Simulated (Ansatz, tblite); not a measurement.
**The cluster Sn2Au: rung by rung**

One table from this session's results is given with a row withheld; the runs are named, their logs left out.

The runs use Ansatz 0.2.0, Gaussian basis; as each input shows.

Levels to be run: GFN1-xTB, GFN2-xTB, PBE-D4/def2-TZVP, r2SCAN-D4/def2-TZVP, B97M-V/def2-TZVP, r2SCANh-D4/def2-TZVP, B2PLYP/def2-TZVP, revPBE-D4/def2-TZVP, r2SCAN0-D4/def2-TZVP, PBE-D4/def2-SVP, PBE0-D4/def2-SVP, PBE0-D4/def2-TZVPD, PBE-D4/def2-TZVPD, r2SCAN-D4/def2-TZVPD, CCSD(T)/def2-SVP, MP2/def2-TZVP, RPA/def2-TZVP.

1 further run of the same task is left out (set aside as unsound or not needed). Runs told in other sessions of the task aren't counted.

### The relaxed structure

The geometry is that of the doublet, from an earlier relaxation (B3LYP-D4/def2-TZVP). At that level it is the lowest of the isomers that a small search found.

3 atoms, charge 0, spin multiplicity 2.

Bond lengths: Au1–Sn2 2.748 Å, Au1–Sn3 2.748 Å, Sn2–Sn3 2.841 Å. Angles: Sn2–Au1–Sn3 62.2°, Au1–Sn2–Sn3 58.9°, Au1–Sn3–Sn2 58.9°.

Geometry (Å):

```xyz
3

Au    0.2701    1.5434    0.0720
Sn    0.5014   -0.8239   -1.3046
Sn   -0.7715   -0.7194    1.2326
```

Au, Sn take a core potential in the def2 sets. No spin-orbit coupling is included.

PBE0-D4/def2-TZVP was run before; its log isn't repeated, and its numbers join the tables.

Set-up of the first run:

Tight binding, by tblite at 300 K electronic temperature and without a spin-polarisation term:

```python
tblite.interface.Calculator('GFN1-xTB', numbers, positions, charge=0, uhf=1).singlepoint()
```

Tight binding, by tblite at 300 K electronic temperature and without a spin-polarisation term:

```python
tblite.interface.Calculator('GFN2-xTB', numbers, positions, charge=0, uhf=1).singlepoint()
```

start.molden holds the orbitals of an earlier run on this state, given as this run's starting guess.

in.yaml reads:

```yaml
crystal:
  periodic: [false, false, false]
  atoms:
    - {symbol: Au, position_ang: [0.270127, 1.543361, 0.071956]}
    - {symbol: Sn, position_ang: [0.501420, -0.823944, -1.304551]}
    - {symbol: Sn, position_ang: [-0.771548, -0.719428, 1.232595]}
basis:
  gaussian: {orbitals: def2-TZVP, initial_orbitals: start.molden}
magnetization: {spin_polarized: true, initial_magnetization: 1}
hamiltonian: {xc: pbe, dispersion: d4}
scf: {omitted_lower_state_checks: [starts]}
output: {orbitals: {seedname: orbitals}}
```

The run is started by

```bash
> ansatz run in.yaml --threads 4 --pin off --events-out ev --progress --plain --max-ram 3916MiB
```

Among the steps run: PBE-D4/def2-TZVP; r2SCAN-D4/def2-TZVP; B97M-V/def2-TZVP; r2SCANh-D4/def2-TZVP; B2PLYP/def2-TZVP; revPBE-D4/def2-TZVP; r2SCAN0-D4/def2-TZVP; PBE-D4/def2-SVP; PBE0-D4/def2-SVP; PBE0-D4/def2-TZVPD; PBE-D4/def2-TZVPD; r2SCAN-D4/def2-TZVPD; CCSD(T)/def2-SVP; MP2/def2-TZVP; RPA/def2-TZVP.

One table of the session follows, with a row left open; its other results are not shown here.

```
               level  HOMO (eV)  LUMO (eV)  gap (eV)
     PBE-D4/def2-SVP      -4.25      -3.98      0.27
    PBE-D4/def2-TZVP      -4.27      -3.99      0.29
   PBE-D4/def2-TZVPD      -4.28      -4.01      0.28
 revPBE-D4/def2-TZVP          ?          ?         ?
 r2SCAN-D4/def2-TZVP      -4.43      -3.78      0.65
r2SCAN-D4/def2-TZVPD      -4.43      -3.80      0.63
    B97M-V/def2-TZVP      -4.33      -4.03      0.31
r2SCANh-D4/def2-TZVP      -4.71      -3.52      1.20
    PBE0-D4/def2-SVP      -5.03      -3.26      1.77
   PBE0-D4/def2-TZVP      -5.03      -3.25      1.78
  PBE0-D4/def2-TZVPD      -5.03      -3.26      1.77
r2SCAN0-D4/def2-TZVP      -5.14      -3.13      2.01
```

Estimate the missing values for revPBE-D4/def2-TZVP.

The run gave: HOMO (eV): -4.21; LUMO (eV): -3.86; gap (eV): 0.35. In the column «HOMO (eV)» it is the highest.
